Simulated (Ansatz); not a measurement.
Species: C3H5, charge 0, multiplicity 2. It need not be the lowest isomer of its formula. 
Coordinates optimised at B3LYP-D3(BJ)/def2-TZVP (Ansatz, an electronic-structure program):
SMILES: C=C[CH2]
```xyz
8

C      1.2292     0.0009    -0.1567
C     -0.0488     0.4045     0.1708
H      1.4132    -0.9792    -0.5791
H      2.0821     0.6464    -0.0030
H     -0.1688     1.3993     0.5910
C     -1.1860    -0.3590     0.0055
H     -2.1617     0.0140     0.2820
H     -1.1312    -1.3584    -0.4083
```
Charge 0, spin multiplicity 2.

Basis-set convergence of Hartree-Fock and MP2 correlation energies (hartree) with Ansatz. Cores are frozen in the correlated levels unless marked. UHF or UKS for open shells. Spin-orbit coupling is left out. Non-relativistic.

The UHF reference is spin-contaminated (<S^2> 0.20 over the pure value in the largest basis). 

| basis | functions | E(HF) | E(corr, MP2) |
|---|---|---|---|
| cc-pVDZ | 67 | -116.47880 | -0.36959 |
| cc-pVTZ | 160 | [?] | [?] |

Fill in the missing entries.


- cc-pVTZ, E(HF): -116.51146
- cc-pVTZ, E(corr, MP2): -0.45674
